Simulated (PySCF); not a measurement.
AlF₂: PBE0 against B3LYP

Base calculation in PySCF with density fitting and no spin–orbit coupling, PBE0/def2-TZVP (no relativity): doublet, C2v, Al–F 1.647 Å (×2); F–Al–F 119.6°; wavenumbers 230, 756, 903 cm⁻¹; dipole moment 1.80 D, polar-tensor charge of Al 1.09 e, atomisation energy (no zero-point energy) 1095 kJ/mol.

Question: What changes on going to B3LYP/def2-TZVP (no relativity)?

Answer: The point group stays the same. Changes: mean bond to Al +0.006 Å, smallest bond angle +0.3 degrees, highest wavenumber -14 cm⁻¹, lowest wavenumber -4 cm⁻¹, dipole moment +0.09 D, polar-tensor charge of Al -0.01 e, atomisation energy (no zero-point energy) +7 kJ/mol. The new structure has Al–F 1.653 Å (×2); F–Al–F 119.9°, with wavenumbers 226, 743, 889 cm⁻¹.

Only the bonding shown was studied: isomers, or loss of a ligand pair, can lie lower.
